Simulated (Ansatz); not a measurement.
# LiO2: the cost of one run

Program: Ansatz 0.2.0. Level of theory: the levels named in each step. These are calculated values, not measurements.

**1. The system as given**

Bond lengths: Li1–O2 1.692 Å, Li1–O3 1.693 Å, O2–O3 1.335 Å. Angles: Li1–O2–O3 66.8°, O2–Li1–O3 46.4°, Li1–O3–O2 66.7°.

Structure file:

```xyz
3

Li    0.7709    0.7081   -0.7331
O    -0.5464    0.3830    0.2772
O     0.2115   -0.6897    0.0409
```

**2. A rough first relaxation, PBE-D4/def2-SVP**

input.yaml reads:

```yaml
crystal:
  periodic: [false, false, false]
  atoms:
    - { symbol: Li, position_ang: [0.77088, 0.70812, -0.73314] }
    - { symbol: O, position_ang: [-0.54637, 0.38302, 0.27725] }
    - { symbol: O, position_ang: [0.21155, -0.68968, 0.04093] }
magnetization:
  spin_polarized: true
  initial_magnetization: 1
basis:
  gaussian: { orbitals: def2-SVP }
hamiltonian:
  xc: pbe
  dispersion: d4
relax:
  f_tol: 0.03
  max_steps: 200
```

The run is started by

```console
> ansatz run input.yaml --threads 1 --pin off --max-ram 2560MiB --backend cpu --events-out ev --progress --plain --runs-dir out
```

Q: Estimate wall time and peak memory on 1 thread of AMD EPYC 7R43 (Zen 3), shared host.

About 7.4 s, with a peak of 0.12 GiB.
